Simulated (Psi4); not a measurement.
# One shape, several levels: AlNH3O (SMILES [NH2][Al][OH])

Aim: a comparison of 6 runs (UHF/3-21G, UB3LYP/def2-SVPD, UBHLYP/def2-SVPD, UCAM-B3LYP/def2-SVPD, UHSE06/def2-SVPD, UM06-2X/def2-SVPD) of AlNH3O. 

The results are computed with Psi4 1.11.

### 1 The structure to begin with

The species is AlNH3O (6 atoms), meant as a doublet with charge 0. SMILES: `[NH2][Al][OH]`. The N1–H5 distance was set to 1.811 Å, away from the relaxed value. At this shape a bond of the SMILES string is far longer than usual.

Bond lengths: N1–Al2 1.769 Å, Al2–O3 1.705 Å, N1–H4 1.009 Å, O3–H6 0.956 Å. Angles: N1–Al2–O3 116.1°, Al2–N1–H4 124.1°, Al2–O3–H6 122.8°.

### 2 A single-point energy at UHF/3-21G (run 1)

The input, input.inp:

```
memory 2.2 GB

molecule m {
  0 2
  N     -1.03419231    -0.48548009    -0.47623933
  Al     1.83649065     0.19690001     1.09506794
  O      2.96824763    -2.10818791     3.04243071
  H     -1.99870852    -2.11782552    -0.28046370
  H     -2.63560103     1.62818803    -2.63956945
  H      4.50194935    -1.93168749     3.97897898
  units bohr
  symmetry c1
  no_reorient
  no_com
}

set basis 3-21G
set reference uhf
set puream true
set e_convergence 1e-09
set d_convergence 1e-08
set scf_type pk
set maxiter 100

energy('hf')
```

On the command line:

```sh
psi4 -i input.inp -o input.out -n 1
```

input.out:

```text
[...]
  Running in c1 symmetry.
[...]
  Nuclear repulsion =   91.203825026126424
[...]
  Multiplicity = 2
[...]
  Nalpha       = 16
  Nbeta        = 15
[...]
    Number of basis functions: 37
[...]
   @UHF iter   1:  -370.56569591555717   -1.10633e+00   1.82402e-02 DIIS/ADIIS
[...]
   @UHF iter  17:  -370.81825942583799   -6.25278e-13   5.99790e-09 DIIS
[...]
   @S^2 Observed:                7.539807062E-01
[...]
  @UHF Final Energy:  -370.81825942583799
   => Energetics <=
    Nuclear Repulsion Energy =             91.2038250261264238
    One-Electron Energy =                -696.5154049020577531
    Two-Electron Energy =                 234.4933204500933357
    Total Energy =                       -370.8182594258379936
  UHF NO Occupations:
  HONO-2 :   14  A 1.9992420
  HONO-1 :   15  A 1.9989768
  HONO-0 :   16  A 1.0000000
  LUNO+0 :   17  A 0.0010232
  LUNO+1 :   18  A 0.0007580
[...]
 Multipole Moments:
 ------------------------------------------------------------------------------------
     Multipole            Electronic (a.u.)      Nuclear  (a.u.)        Total (a.u.)
 ------------------------------------------------------------------------------------
 L = 1.  Multiply by 2.5417464519 to convert [e a0] to [Debye]
 Dipole X            :        -39.9827450           40.2486531            0.2659081
 Dipole Y            :         20.5850782          -20.1254888            0.4595894
 Dipole Z            :        -36.3595561           36.3005994           -0.0589567
 Magnitude           :                                                    0.5342335
[...]
```

It took 1.6 s on 1 thread of Intel Xeon Platinum 8488C (Sapphire Rapids), shared host; peak memory 0.18 GiB.

### 3 Energy and forces at UB3LYP/def2-SVPD (run 2)

The input, run_ase.py:

```python
import numpy as np
from ase.calculators.psi4 import Psi4
from ase import Atoms

atoms = Atoms(['N', 'Al', 'O', 'H', 'H', 'H'], positions=[
    [-0.547271, -0.256905, -0.252015],
    [0.971829, 0.104195, 0.579485],
    [1.570729, -1.115605, 1.609985],
    [-1.057671, -1.120705, -0.148415],
    [-1.394700, 0.861600, -1.396800],
    [2.382329, -1.022205, 2.105585],
])
calc = Psi4(atoms=atoms, method='b3lyp', basis='def2-SVPD', memory='2200MB', num_threads=1, charge=0, multiplicity=2, label='calc', reference='uks')
calc.psi4.set_options({'puream': True, 'e_convergence': 1e-09, 'd_convergence': 1e-08, 'scf_type': 'pk', 'dft_radial_points': 99, 'dft_spherical_points': 590, 'maxiter': 100})
atoms.calc = calc

forces = atoms.get_forces()
print(f'energy: {atoms.get_potential_energy():.6f} eV')
print('forces / eV A^-1')
print(np.round(forces, 5))
```

On the command line:

```sh
python run_ase.py
```

calc.dat:

```text
[...]
  Running in c1 symmetry.
[...]
  Nuclear repulsion =   91.203824957867155
[...]
  Multiplicity = 2
[...]
  Nalpha       = 16
  Nbeta        = 15
[...]
    Number of basis functions: 91
[...]
   @UKS iter   1:  -373.26093813101602   -6.84767e-02   1.33064e-02 ADIIS/DIIS
[...]
   @UKS iter  18:  -373.97862892394409   -1.89857e-11   5.31723e-09 DIIS
[...]
   @S^2 Observed:                7.620550303E-01
[...]
  @UKS Final Energy:  -373.97862892394409
   => Energetics <=
    Nuclear Repulsion Energy =             91.2038249578671554
    One-Electron Energy =                -698.4037221083997338
    Two-Electron Energy =                 261.5967708944133960
    DFT Exchange-Correlation Energy =     -28.3755026678248861
    Empirical Dispersion Energy =           0.0000000000000000
    VV10 Nonlocal Energy =                  0.0000000000000000
    Total Energy =                       -373.9786289239440862
  UHF NO Occupations:
  HONO-2 :   14  A 1.9996127
  HONO-1 :   15  A 1.9947296
[...]
  -Total Gradient:
     Atom            X                  Y                   Z
    ------   -----------------  -----------------  -----------------
       1        0.034482236434    -0.052490332730     0.050180652340
       2       -0.002046895423    -0.017224805810     0.007514132932
       3       -0.001815357426     0.007947442155    -0.005315956394
       4        0.014455167625     0.004107174838     0.007566651361
       5       -0.040423685667     0.055823063170    -0.055881153976
       6       -0.004632154811     0.001857320251    -0.004061637586
[...]
```

Standard output:

```text
energy: -10176.476837 eV
forces / eV A^-1
[[-1.77315  2.69916 -2.58039]
 [ 0.10526  0.88574 -0.38639]
 [ 0.09335 -0.40867  0.27336]
 [-0.74331 -0.2112  -0.38909]
 [ 2.07867 -2.87054  2.87352]
 [ 0.23819 -0.09551  0.20886]]
```

Wall time 47 s (1 thread of Intel Xeon Platinum 8488C (Sapphire Rapids), shared host); peak memory 1.1 GiB.

Runs 3 to 5 aren't shown in full; the table further down has their settings and results.

### 4 Energy and gradient at UM06-2X/def2-SVPD (run 6)

The input, job.inp:

```
memory 2200 MB

molecule geom {
  0 2
  N     -0.547271    -0.256905    -0.252015
  Al     0.971829     0.104195     0.579485
  O      1.570729    -1.115605     1.609985
  H     -1.057671    -1.120705    -0.148415
  H     -1.394700     0.861600    -1.396800
  H      2.382329    -1.022205     2.105585
  symmetry c1
  no_reorient
  no_com
}

set {
  basis                def2-SVPD
  reference            uks
  puream               true
  e_convergence        1e-09
  d_convergence        1e-08
  scf_type             pk
  dft_radial_points    99
  dft_spherical_points 590
  maxiter              100
}

e, wfn = gradient("m06-2x", return_wfn=True)
```

On the command line:

```sh
psi4 job.inp job.out -n 1
```

job.out:

```text
[...]
  Running in c1 symmetry.
[...]
  Nuclear repulsion =   91.203824957867155
[...]
  Multiplicity = 2
[...]
  Nalpha       = 16
  Nbeta        = 15
[...]
    Number of basis functions: 91
[...]
   @UKS iter   1:  -373.39064338911743   -4.68563e-01   1.07805e-02 DIIS/ADIIS
[...]
   @UKS iter  19:  -373.87795851032280   -1.02318e-11   9.67991e-09 DIIS
[...]
   @S^2 Observed:                7.521378378E-01
[...]
  @UKS Final Energy:  -373.87795851032280
   => Energetics <=
    Nuclear Repulsion Energy =             91.2038249578671554
    One-Electron Energy =                -698.5155510158880361
    Two-Electron Energy =                 250.1974671422607344
    DFT Exchange-Correlation Energy =     -16.7636995945626133
    Empirical Dispersion Energy =           0.0000000000000000
    VV10 Nonlocal Energy =                  0.0000000000000000
    Total Energy =                       -373.8779585103227987
  UHF NO Occupations:
  HONO-2 :   14  A 1.9996535
  HONO-1 :   15  A 1.9995966
[...]
  -Total Gradient:
     Atom            X                  Y                   Z
    ------   -----------------  -----------------  -----------------
       1        0.036229225400    -0.056802408970     0.053575737503
       2       -0.000896214912    -0.015011096699     0.007143104858
       3       -0.001644279170     0.005706726007    -0.004045512980
       4        0.014129033987     0.002719083193     0.008064155112
       5       -0.045313249494     0.061811597461    -0.062246488409
       6       -0.002355174009     0.001539232463    -0.002371937961
[...]
```

Run time: 72 s. Hardware: 1 thread of Intel Xeon Platinum 8488C (Sapphire Rapids), shared host; peak memory 1.3 GiB.

### 5 The series

```csv
run,level,task,integration grid,energy (Eh),dipole moment (D),HOMO energy (eV),LUMO energy (eV),wall time
1,UHF/3-21G,energy,–,-370.818259,1.36,-8.16,1.12,1.6 s
2,UB3LYP/def2-SVPD,gradient,99 radial × 590 angular,-373.978629,1.09,-5.60,-3.29,47 s
3,UBHLYP/def2-SVPD,energy,99 radial × 590 angular,-373.871272,1.18,-6.64,-2.09,35 s
4,UCAM-B3LYP/def2-SVPD,energy,99 radial × 590 angular,-373.905511,1.14,-6.96,-2.00,39 s
5,UHSE06/def2-SVPD,gradient,99 radial × 590 angular,-373.717551,1.06,-5.42,-3.43,63 s
6,UM06-2X/def2-SVPD,gradient,99 radial × 590 angular,-373.877959,1.17,-6.55,-3.95,72 s
```

### 6 Summary of results

| quantity | value |
| --- | --- |
| run 6: total energy | -373.87796 Eh |
| run 6: dipole moment | 1.17 D |
| run 6: HOMO energy (highest over α and β) | -6.55 eV |
| run 6: LUMO energy (lowest over α and β) | -3.95 eV |
| run 6: ⟨S²⟩ | 0.752 |
| run 6: largest force on an atom | 5.077 eV/Å |

**Reading.** The dipole moment (its size) runs from 1.06 D (UHSE06/def2-SVPD) to 1.36 D (UHF/3-21G). The two ends differ in method and basis. Totals of different functionals can't be ranked against each other. All runs together took 4.3 min, the longest 72 s.
